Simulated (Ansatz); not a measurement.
# Relaxing Ir

All numbers below come from Ansatz 0.2.0, DFT PBEsol, scalar-relativistic, plane waves, PAW.

Ir was placed on the samarium (9R) structure type (R-3m, No. 166), at a guessed volume.

Input of the last, converged step (default PAW datasets):

```yaml
crystal:
  lattice:
    - [1.3578662706, 0.7839644569, 6.6144916734]
    - [-1.3578662706, 0.7839644569, 6.6144916734]
    - [0.0, -1.5679289137, 6.6144916734]
  atoms:
    - { symbol: Ir, position: [0.0, 0.0, 0.0] }
    - { symbol: Ir, position: [0.2228475497, 0.2228475497, 0.2228475497] }
    - { symbol: Ir, position: [0.7771524503, 0.7771524503, 0.7771524503] }
basis:
  ecutwfc: 420
kpoints:
  mp_grid: { grid: [21, 21, 21] }
hamiltonian:
  xc: pbesol
scf:
  occupations: { method: gaussian, width: 0.1 }
output:
  forces: true
  stress: true
  eigenvalues: true
relax:
  adjacent_minimum: "off"
  f_tol: 0.01
  max_steps: 80
  cell: { stress_tol: 0.05 }
```

It can be run as:

```bash
ansatz run input.yaml --threads 1 --pin off --backend cpu --events-out ev --progress --plain --runs-dir out  # memory cap (--max-ram) not shown
```

End of the output:

```
SCF converged after 8 iterations
Free energy (F): -35396.960010 eV
Harris-Foulkes:  -35396.960010 eV  (|F-HF|=7.28e-12)
Internal energy: -35396.944302 eV  (E = F + TS)
E sigma→0 (E₀):  -35396.952156 eV
Entropy (-TS):   -0.015708 eV (-5.236 meV/atom)
Fermi energy:    25.834312 eV
--- Per-component energies (eV) ---
  E_band       = -250.158784
  E_kinetic    = 1870.395178
  E_local      = -3186.487532  (includes V_loc(G=0)·N_el)
  E_nonlocal   = 227.418402
  E_hartree    = 1220.816166
  E_xc         = -799.898896
  E_vxc        = -899.616789  (∫ρ·V_xc dr)
  E_paw        = -27266.175583  (= ΣΔE_a)
  E_vpaw       = -703.500535  (= ΣTr[D̂ρ^β])
  E_aug_tail   = 0.000159  (compensation charges beyond the density's cutoff)
  E_ewald      = -7463.808052
  E_core_change = 0.795854  (= ΣΔE_core)
  E_smearing   = -0.015708  (= −TS)
  E_closure    = 0.000000  (closes the sum)
  Σ components = -35396.960010   (vs F -35396.960010, Δ=0.00e0)
--- Forces (eV/Å), atoms counted from 1 ---
  atom   1  Ir     0.00000000     0.00000000     0.00000000
  atom   2  Ir     0.00000000     0.00000000    -0.00055042
  atom   3  Ir     0.00000000     0.00000000     0.00055042
  max |Σ_I F_I| component: 2.17e-19 eV/Å
--- Stress (GPa, compression-positive) ---
        0.027270       0.000000       0.000000
        0.000000       0.027270       0.000000
        0.000000       0.000000       0.003384
  P = ⅓ Tr σ = 0.0193 GPa (0.193 kbar)
--- Relaxed structure (3 steps of the walk, 3 accepted, 1 SCFs on fresh bases) ---
  F+E_penalty+E_count = -35396.96000986 eV   max|allowed force component| = 5.504e-4 eV/Å   (the final SCF, on the basis selected at the relaxed cell)
  cell:  # Å, volume = 42.2674 Å³
    - [1.355707, 0.782718, 6.638708]
    - [-1.355707, 0.782718, 6.638708]
    - [0.000000, -1.565436, 6.638708]
  atoms:
    - { symbol: Ir, position: [0.000000, 0.000000, 0.000000] }
    - { symbol: Ir, position: [0.222993, 0.222993, 0.222993] }
    - { symbol: Ir, position: [0.777007, 0.777007, 0.777007] }
```

Total energies depend on the potentials used, so only differences within one code and one set of settings carry meaning.

The result has space group R-3m (No. 166). Around Ir on Wyckoff site a (1 atom of the primitive cell) lie 12 Ir at 2.70–2.71 Å; Ir on Wyckoff site c (2 atoms of the primitive cell) is coordinated by 12 Ir at 2.70–2.74 Å.

It lies 0.05 eV/atom above the element's standard state at the same level.

For metals, differences of a few meV/atom aren't resolved. Spin–orbit coupling is left out.

A structure relaxed within its symmetry needn't be a true minimum.